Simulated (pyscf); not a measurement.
`[NH2][SiH]([OH])[F]` + `[H][H]` -> `[NH2][SiH2][F]` + `[OH2]`, a four-centre exchange (singlet surface; O–Si, H–H broken, H–Si, H–O formed). Structures and frequencies: ωB97X-D3(BJ)/def2-SVP in PySCF. Energies in kJ/mol from the separated reactants.

Small-basis levels: PySCF, no dispersion term, spherical d functions. 

Question: In single points B3LYP/6-31G* puts the saddle at 241.9 kJ/mol and the reaction energy at +105.2 kJ/mol. Should these be trusted to within a few kcal/mol? Compare with ωB97M-D3(BJ)/def2-TZVP.

Answer: ωB97M-D3(BJ)/def2-TZVP gives ΔE‡ = 233.1 kJ/mol and ΔE = +98.3 kJ/mol. B3LYP/6-31G* lies 8.8 kJ/mol over it in the barrier and 6.9 kJ/mol over it in the reaction energy, so on this step it holds to within 12.6 kJ/mol. ωB97M-D3(BJ)/def2-TZVP has limits of its own. On the product side the descent ends in a complex (not fully relaxed), 19.6 kJ/mol under the separated species and 156.9 kJ/mol under the saddle at ωB97X-D3(BJ)/def2-TZVP. At the saddle there is also a short H–Si contact that neither side keeps. The same reactants have a lower exit, to HO–SiH₂–F + NH₃ (barrier +205.3 kJ/mol at ωB97M-D3(BJ)/def2-TZVP, against +233.1 kJ/mol here). One saddle was located; it need not be the lowest between these sides.
